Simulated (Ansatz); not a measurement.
# AlN₂+ (quintet): from Hartree-Fock to the top rungs, def2-QZVPP

The task here is to estimate one member of a computed series from the others.

Method: def2-QZVPP, core rule «outside noble gas», up to 7 orbitals frozen; program: Ansatz 0.2.0, Gaussian basis.

Plan: UHF; ROHF; CCSD(T) on UHF.

### The geometry

The geometry is a PBE0/def2-TZVP stationary point (not a proven minimum) of the parent state, kept for this charge and spin.

3 atoms, charge 1, spin multiplicity 5.

Atoms are counted from 1 here; the program's logs count them from 0.

Bond lengths: N1–Al2 1.795 Å, Al2–N3 1.795 Å. Angles: N1–Al2–N3 180.0°.

Coordinates:

```
N     0.0000    0.0000    1.7953
Al    0.0000    0.0000    0.0000
N     0.0000    0.0000   -1.7953
```

The first run:

File in.yaml:

```yaml
crystal:
  periodic: [false, false, false]
  atoms:
    - {symbol: N, position_ang: [0.000000, 0.000000, 1.795300]}
    - {symbol: Al, position_ang: [0.000000, 0.000000, 0.000000]}
    - {symbol: N, position_ang: [0.000000, 0.000000, -1.795300]}
basis:
  gaussian: {orbitals: "def2-QZVPP.json"}
total_charge: 1
magnetization: {spin_polarized: true, initial_magnetization: 4}
hamiltonian: {xc: hf}
output: {orbitals: {seedname: orbitals}}
```

The run is started by

```sh
$ ansatz run in.yaml --threads 1 --pin off --events-out ev --progress --plain --max-ram 2393MiB
```

Steps of the session up to this table: UHF; ROHF; CCSD(T) on UHF.

One table of the session follows, with a row left open; its other results are not shown here.

| method | from UCCSD(T) (kJ/mol) |
| --- | --- |
| ROHF | ? |
| UHF | +941.6 |
| UMP2 | +120.9 |
| UCCSD | +35.4 |
| UCCSD(T) | 0 |

Estimate the missing values for ROHF.

**Answer.** from UCCSD(T) (kJ/mol): +971.6. In the column «from UCCSD(T) (kJ/mol)» it is the highest.
